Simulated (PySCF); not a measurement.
This PySCF input (HF/cc-pV(D+d)Z) gives -460.09153 Eh with 28 basis functions.

```python
import numpy as np, basis_set_exchange as bse
from pyscf import gto, scf, dft, df

basis = {'Cl': gto.basis.parse(bse.get_basis('cc-pV(D+d)Z', elements=['Cl'], fmt='nwchem')), 'H': gto.basis.parse(bse.get_basis('cc-pV(D+d)Z', elements=['H'], fmt='nwchem'))}
mol = gto.M(
    atom='''
    Cl   -0.00000000   -0.00000000   -0.07122178
    H     0.00000000    0.00000000    1.21077034
    ''',
    basis=basis,
    charge=0,
    verbose=4,
    max_memory=8640,
)
mf = scf.RHF(mol)
mf = mf.density_fit(auxbasis=df.autoaux(mol))
mf.conv_tol = 1e-9
mf.max_cycle = 100
print('smallest overlap eigenvalue', np.linalg.eigvalsh(mol.intor('int1e_ovlp'))[0])
mf.kernel()
dip = mf.dip_moment()
```

Change:
```diff
- basis = {'Cl': gto.basis.parse(bse.get_basis('cc-pV(D+d)Z', elements=['Cl'], fmt='nwchem')), 'H': gto.basis.parse(bse.get_basis('cc-pV(D+d)Z', elements=['H'], fmt='nwchem'))}
+ basis = {'Cl': gto.basis.parse(bse.get_basis('6-311++G(3df,3pd)', elements=['Cl'], fmt='nwchem')), 'H': gto.basis.parse(bse.get_basis('6-311++G(3df,3pd)', elements=['H'], fmt='nwchem'))}
```

### Question
What does the run give now?

### Answer
-460.10056 Eh (HF/6-311++G(3df,3pd), 65 functions), a change of -9.03 mEh.
